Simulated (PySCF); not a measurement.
carbonyl fluoride: calculation against experiment

**What was measured.**

From NIST CCCBDB Release 22 (SRD 101), experimental dipoles, for the gas: dipole moment (microwave Stark effect) 0.95 D.

How close the calculation comes is told at the end.

Species: carbonyl fluoride, CF₂O.
Atom-mapped SMILES: `[O:1]=[C:2]([F:3])[F:4]`

Cartesian coordinates in Å at the PBE0-D3(BJ)/def2-TZVP level; atoms count from 1:
```
atom  x, y, z in Å
O1    -0.3357    1.0579    0.7869
C2    -0.0529    0.0259    0.3167
F3     0.9641   -0.7241    0.6578
F4    -0.6965   -0.5855   -0.6454
```

The PySCF runs (gas phase, on this PBE0-D3(BJ)/def2-TZVP geometry; no spin–orbit coupling):

```tsv
level	job	basis functions	wall time
PBE0-D3(BJ)/def2-TZVP, grid level 2	geometry optimisation from a GFN2-xTB start shaken at random	124	19 s
B97-2/pcSseg-2	shieldings	144	4.0 s
KT3/pcSseg-2	shieldings	144	5.3 s
PBE0/pcSseg-2	shieldings, charges and field gradients	144	4.3 s
wB97X-D/pcSseg-2	shieldings	144	4.5 s
CAM-B3LYP/aug-cc-pVTZ	10 singlets by full TDDFT, 4 Tamm–Dancoff triplets, polarisability	184	9.2 s
PBE0/aug-cc-pVTZ	10 singlets by full TDDFT, 4 Tamm–Dancoff triplets, polarisability, dynamic polarisability	184	9.4 s
wB97X-D/aug-cc-pVTZ	10 singlets by full TDDFT, 4 Tamm–Dancoff triplets, polarisability, ΔSCF ions	184	22 s
B3LYP/pcJ-2	spin–spin couplings from 4 perturbed nuclei	204	8.0 s
B97-2/pcJ-2	spin–spin couplings from 4 perturbed nuclei	204	8.3 s
PBE0/pcJ-2	spin–spin couplings from 4 perturbed nuclei	204	7.9 s
```

Hardware: Arm Neoverse V2, one thread, no GPU, shared host.

## Comparison

**Dipole moment.** Measured: 0.95 D (NIST CCCBDB Release 22 (SRD 101), experimental dipoles).

| level | computed (D) | computed − measured (D) | % (from the printed values) |
| --- | --- | --- | --- |
| PBE0-D3(BJ)/def2-TZVP | 1.12 | +0.17 | +18 |
| B97-2/pcSseg-2 | 1.12 | +0.17 | +18 |
| KT3/pcSseg-2 | 1.10 | +0.15 | +16 |
| PBE0/pcSseg-2 | 1.12 | +0.17 | +18 |
| wB97X-D/pcSseg-2 | 1.14 | +0.19 | +20 |
| CAM-B3LYP/aug-cc-pVTZ | 1.10 | +0.15 | +16 |
| PBE0/aug-cc-pVTZ | 1.10 | +0.15 | +16 |
| wB97X-D/aug-cc-pVTZ | 1.12 | +0.17 | +18 |
| B3LYP/pcJ-2 | 1.11 | +0.16 | +17 |
| B97-2/pcJ-2 | 1.12 | +0.17 | +18 |
| PBE0/pcJ-2 | 1.12 | +0.17 | +18 |

All 11 levels lie above the measurement. The computed dipoles belong to one fixed geometry; measured ones are averaged over vibrations unless marked μe. Magnitudes are compared, not signs.

The geometry is computed, not the measured one. Where a level misses, the cause wasn't examined.
